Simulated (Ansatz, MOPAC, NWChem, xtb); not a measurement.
# C2H3Al (ethynylalumane): the zero-point energy at each level's own minimum, rung by rung

C2H3Al, singlet, SMILES `C#[C][AlH2]`. Each level relaxes the structure for itself.

Each level gives the zero-point energy at each level's own minimum (kJ/mol). The values are calculated.

```json
{"level": "MNDO", "kind": "semi-empirical", "program": "MOPAC", "value (kJ/mol)": "92.8"}
{"level": "PM6-DH+", "kind": "semi-empirical", "program": "MOPAC", "value (kJ/mol)": "93.4"}
{"level": "PM6-DH2X", "kind": "semi-empirical", "program": "MOPAC", "value (kJ/mol)": "93.4"}
{"level": "GFN2-xTB", "kind": "semi-empirical", "program": "xtb", "value (kJ/mol)": "78.5"}
{"level": "HF/STO-3G", "kind": "Hartree–Fock", "program": "Ansatz", "value (kJ/mol)": "106.1"}
{"level": "HF/3-21G", "kind": "Hartree–Fock", "program": "Ansatz", "value (kJ/mol)": "89.5"}
{"level": "HF/6-31G* (Cartesian functions)", "kind": "Hartree–Fock", "program": "Ansatz", "value (kJ/mol)": "89.0"}
{"level": "BP86-D3(BJ)/def2-SVP", "kind": "GGA", "program": "NWChem", "value (kJ/mol)": "80.5"}
{"level": "PBE/def2-SVP", "kind": "GGA", "program": "Ansatz", "value (kJ/mol)": "80.7"}
{"level": "PBE0/def2-TZVP", "kind": "global hybrid", "program": "NWChem", "value (kJ/mol)": "83.0"}
```

Harmonic and unscaled. The values span 78.5 to 106.1 kJ/mol. Without the sets that lack polarisation functions the rows with a basis span only 80.5 to 89.0 kJ/mol.
